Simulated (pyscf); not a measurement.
Single points on ωB97X-D3(BJ)/def2-SVP structures (PySCF, gas phase). Correlated levels are frozen-core, on RHF or UHF. ΔMP2 is the change of the MP2 total energy from the triple- to the quadruple-zeta basis.

For water (H₂O) + H₂N–BH–OH → HO–BH–OH + ammonia (NH₃), a four-centre exchange (singlet surface; H–O, B–N broken, B–O, H–N formed), PBE/def2-TZVP gives ΔE‡ = 0.71 eV and ΔE = -0.25 eV (zero: the separated reactants). In which direction and how far do M06-2X/def2-TZVP, ωB97M-D3(BJ)/def2-TZVP, CCSD(T)/def2-TZVPP + ΔMP2(QZVPP) move these?

M06-2X: ΔE‡ = 0.80 eV, ΔE = -0.27 eV; ωB97M-D3(BJ): ΔE‡ = 0.87 eV, ΔE = -0.25 eV; CCSD(T): ΔE‡ = 0.96 eV, ΔE = -0.23 eV. PBE's barrier lies under all of them, by 0.09 to 0.25 eV. Its reaction energy lies among theirs. On the product side the descent ends in an adduct with a B–N contact, 0.15 eV under the separated species and 1.28 eV under the saddle at ωB97X-D3(BJ)/def2-TZVP. What is counted as broken (B–N) persists as a longer contact in the product adduct; parting that adduct is a step of its own. The reactants may also form a dative adduct at H₂N–BH–OH; it and routes through it were not searched. This is the saddle that the search found; another between the same sides may lie lower. The CCSD(T) − MP2 part came from Ansatz, without density fitting, on the same reference.
